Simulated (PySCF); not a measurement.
## tetrafluoromethane: calculation and literature

Mapped SMILES: `[F:1][C:2]([F:3])([F:4])[F:5]`.

What is known from experiment: δ $^{19}$F F1/F3/F4/F5 -62.5 ppm (measured; University of Colorado NMR facility, 19F NMR Reference Standards).
σ $^{13}$C C2 64.4 ppm (measured; gas, 300 K; A. A. Auer, PhD thesis, Mainz 2002 (Auer, Gauss, Stanton, JCP 2003, 118, 10407)).
σ $^{13}$C C2 64.4; σ $^{19}$F F1/F3/F4/F5 258.6 ppm (measured; gas; G. L. Stoychev, PhD thesis, Univ. Bonn 2021 (Stoychev, Auer, Izsak, Neese, JCTC 2018, 14, 619)).
σ $^{19}$F F1/F3/F4/F5 258.6 ppm (measured; gas, 300 K; M. E. Harding, PhD thesis, Mainz 2008 (Harding, Lenhart, Auer, Gauss, JCP 2008, 128, 244111)). Coupling constants: $^{1}J$(C2,F5) -258.3 Hz, $^{1}J$(C2,F1) -259.2 Hz.

How the numbers were obtained: spin–spin couplings from B3LYP/pcJ-1, NMR shieldings at PBE0/pcSseg-1/GIAO, geometry: GFN2-xTB, in PySCF 2.14.0 with density-fitted response routines (gas phase, non-relativistic, rapidly exchanging positions averaged, one conformer).

(1) Set the calculated values beside the experiment.

(2) How far are the unscaled $^{13}$C shieldings from the references?

(3) How far are the unscaled $^{19}$F shieldings from the references?

Results:

(1) 
Reference values: measured (University of Colorado NMR facility, 19F NMR Reference Standards).
| atoms | quantity | reference | computed | computed, scaled |
| --- | --- | --- | --- | --- |
| F1/F3/F4/F5 | δ $^{19}$F vs CFCl3 | -62.5 | -79.9 | -65.7 |

Reference values: measured (gas, 300 K; A. A. Auer, PhD thesis, Mainz 2002 (Auer, Gauss, Stanton, JCP 2003, 118, 10407)).
```json
{"atoms": "C2", "quantity": "σ $^{13}$C", "reference": "64.4", "computed": "57.6"}
```

Reference values: measured (gas; G. L. Stoychev, PhD thesis, Univ. Bonn 2021 (Stoychev, Auer, Izsak, Neese, JCTC 2018, 14, 619)).
```json
{"atoms": "C2", "quantity": "σ $^{13}$C", "reference": "64.4", "computed": "57.6"}
{"atoms": "F1/F3/F4/F5", "quantity": "σ $^{19}$F", "reference": "258.6", "computed": "250.8"}
```

Reference values: measured (gas, 300 K; M. E. Harding, PhD thesis, Mainz 2008 (Harding, Lenhart, Auer, Gauss, JCP 2008, 128, 244111)).
```csv
atoms,quantity,reference,computed
F1/F3/F4/F5,σ $^{19}$F,258.6,250.8
```

Absolute shieldings are compared as such; zero-point and thermal motion, absent here, lowers them by some tenths of a ppm for H, a few ppm for C and up to about 10 ppm for F.

Computed shifts are σ(ref) − σ with the named reference compound (TMS for H and C) calculated as an isolated molecule at the same level. The measured values may be among those fitted. Shieldings were converted by a linear fit to measured shifts: $^{19}$F (scatter 6.0 ppm rms, 7.0 ppm with the 5 outliers that the fit left out vs CFCl3, solution or neat liquid, with a term for F on sp3 carbon). Occasional misses reach two or three times the rms, and more in compound classes unlike the fitted ones.

Coupling constants in Hz:
| coupling | reference | computed | source |
| --- | --- | --- | --- |
| $^{1}J$(C2,F5) | -258.3 | -345.3 | measured; gas, zero-density limit; Jackowski, Slowinski, Molecules 2023, 28, 1499 |
| $^{1}J$(C2,F1) | -259.2 | -345.3 | measured; Jessen and Sauer, arXiv:2312.00705 |

(2) Mean signed difference -6.80 ppm, mean absolute 6.80 ppm over 2 comparisons; the largest is -6.8 ppm at C2 (CF4 carbon).

(3) Mean signed difference -7.80 ppm, mean absolute 7.80 ppm over 2 comparisons; the largest is -7.8 ppm at F1/F3/F4/F5 (fluorine of CF4).

7 of the 23 published NMR values on file for this molecule are compared. The rest: values from further sources, other calculations.
